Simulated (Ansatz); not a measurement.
`C=C(C)C` → `C=CC` + `[CH2]` (triplet) at 400 K and 1 bar (formal loss of a carbene).

Calculated with Ansatz (gas phase, PBE0-D4/def2-TZVP geometries, no zero-point term in ΔE). CCSD(T)/CBS adds triple-zeta CCSD(T) − MP2 to the extrapolated MP2 energy (def2 sets, frozen cores). This one scheme is used for every species. Triplets are unrestricted, without spin–orbit coupling.

```csv
species,CCSD(T)/CBS energy (Eh),H − E (kJ/mol),S (J/(mol·K))
`C=C(C)C`,-157.01236,309.5,318.0
`C=CC`,-117.74610,229.7,285.2
`[CH2]` (triplet),-39.09499,59.0,205.7
```

H − E and S are ideal-gas, rigid-rotor, harmonic terms from PBE0-D4/def2-TZVP, with the whole ground term of open shells counted as degenerate. 1 Eh = 2625.50 kJ/mol, R = 8.31446 J/(mol·K).

**Question.** By hand: ΔE, ΔH, ΔS and ΔG.

**Answer.** ΔE = (-117.74610) + (-39.09499) − (-157.01236) = 0.17127 Eh = 449.7 kJ/mol. Δ(H − E) = 229.7 + 59.0 − 309.5 = -20.8, so ΔH = 428.9 kJ/mol. ΔS = 285.2 + 205.7 − 318.0 = 172.9 J/(mol·K). ΔG = 428.9 − 400 × (172.9)/1000 = 359.7 kJ/mol.

**Question.** By hand: the equilibrium constant, and the temperature at which ΔG would vanish if ΔH and ΔS stayed fixed.

**Answer.** log₁₀ K = −ΔG/(RT ln 10) = -47.0. ΔG = 0 at ΔH/ΔS = 2481 K.

The number of gas molecules changes by +1, which sets the sign of ΔS. A doubt of 5 kJ/mol in ΔE shifts log₁₀ K by 0.7 here. A triplet takes part, so the spin changes. These are equilibria of isolated gas molecules and say nothing of rates. Largest T1 diagnostic: 0.011 (customary marks: 0.02 for closed shells, 0.045 for open ones).
